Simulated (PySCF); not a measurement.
A geometry optimisation on hydrogen cyanide, `C#N`.

Computed with CAM-B3LYP/def2-TZVP geometry optimisation, gas phase (PySCF 2.14.0). Start geometry: GFN2-xTB. A driver script takes a list of jobs; this job's settings line and coordinates (Å) are shown.

Input:
```
{"job": {"xc": "CAM-B3LYP", "basis": "def2-TZVP", "grid": 1, "kind": "geom"}, "charge": 0, "multiplicity": 1}
C     -0.022598    -0.001552    -0.003894
N      1.114763     0.020146    -0.010855
H     -1.080684    -0.021132     0.002196
```

Output:
```
step   0  E = -93.41631594  max force = 0.008073
step   1  E = -93.41639247  max force = 0.001252
step   2  E = -93.41639304  max force = 0.000035
optimisation converged
```

Energies in Eh; «max force» is the largest Cartesian gradient component in Eh/bohr.

Q: How much energy does the optimisation release, in eV?

A: E(step 0) − E(last step) = 0.000077 Eh, which is 0.002 eV.

Main results: final energy -93.41639 Eh after 2 steps; dipole 3.08 D.

Q: Give the final coordinates.

A: 0.005 Å rms from the input after alignment:
```
atom  x, y, z in Å
C1    -0.0234   -0.0018   -0.0037
N2     1.1171    0.0199   -0.0107
H3    -1.0900   -0.0221    0.0027
```

Q: Estimate the wall time. Hardware: an Arm Neoverse V1 with one thread (shared host). And the peak memory of the process?

A: About 1.9 s, with 0.27 GiB resident at the peak, the Python interpreter and its libraries included.
Labels such as C1 count atoms from 1, the log's own numbers from 0.
